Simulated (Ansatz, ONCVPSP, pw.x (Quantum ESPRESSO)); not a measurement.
# From atom to crystal: ONCV potential for Ta

ONCVPSP 4.0.1.1 (patched build) input, shortened (lines: element, Z, core and valence counts, functional; n l f; lmax; l rc ep ncon nbas qcut; lloc lpopt rc5 dvloc0; l nproj debl; icmod fcfact rcfact), PBE, scalar-relativistic:

```
  Ta 73.00   10    4        4      upf
    1    0    2.00
    2    0    2.00
    2    1    6.00
    3    0    2.00
    3    1    6.00
    3    2   10.00
    4    0    2.00
    4    1    6.00
    4    2   10.00
    4    3   14.00
    5    0    2.00
    5    1    6.00
    5    2    3.00
    6    0    1.00
    2
    0    1.85    0.00    4    8    8.10
    1    1.90    0.00    5    8    7.90
    2    2.75    0.00    3    7    5.10
    4    5    1.50    0.00
    0    2    2.60
    1    1    1.30
    2    2    1.90
    3    5.25    1.15
```

Atomic tests: cutoffs needed: 21 Ha and 26 Ha (the cutoffs (Ha) at which the residual kinetic energy of the hardest occupied pseudo-wave falls to 1 and 0.1 mHa per electron); ghost test: no bound ghost flagged; GHOST(+) flagged for s at 244.5 eV; largest excitation error: +29 meV (all-electron minus pseudo) for 5s2 5p6 5d2 6s2, out of 4 test configurations.

Crystal test: bcc Ta in pw.x 7.5, no spin, 14³ k-points, Fermi–Dirac smearing 0.01 Ry, cutoffs 60/240 Ry. The reference is all-electron LAPW (Ansatz 0.2.0) with the same functional, mesh and smearing; V0 and B0 come from Birch–Murnaghan fits to the pressures at five volumes. Errors are pseudo minus all-electron; Δ is the rms difference of the E(V) curves that follow from these fits, minima aligned, over ±6 % about the mean V0. Mesh and smearing are coarse, so the numbers serve the comparison and aren't converged zero-temperature values; the lattice is a test structure that the element need not adopt.

| V (Å³/atom) | P all-electron (GPa) | P pseudo (GPa) |
| --- | --- | --- |
| 17.282 | 12.43 | 8.04 |
| 17.737 | 6.48 | 2.53 |
| 18.192 | 1.22 | -2.35 |
| 18.647 | -3.44 | -6.68 |
| 19.102 | -7.57 | -10.51 |

All-electron: a0 = 3.321 Å (V0 = 18.31 Å³/atom), B0 = 193.2 GPa.

Pseudopotential: mean pressure error (GPa): -3.62; a0 (Å): 3.300; a0 error (%): -0.62; B0 error (%): -0.3; Δ (meV/atom): 14.4. This is a poor potential for the solid.

**Question.** At the middle volume, how do free energy and pressure move when the wave cutoff is lowered (ecutrho kept at four times it)?

**Answer.**

```
cutoff (Ry)  shift of F (meV/atom)  shift of P (GPa)
         27                +2309.6            -42.78
         36                 +641.5            -22.78
         48                  +51.7             -3.68
```

The run at the middle volume (104 k-points, 9 iterations) took about 34 s on one core of a shared host (Neoverse-N1, 64 threads, 126 GiB, load 46).
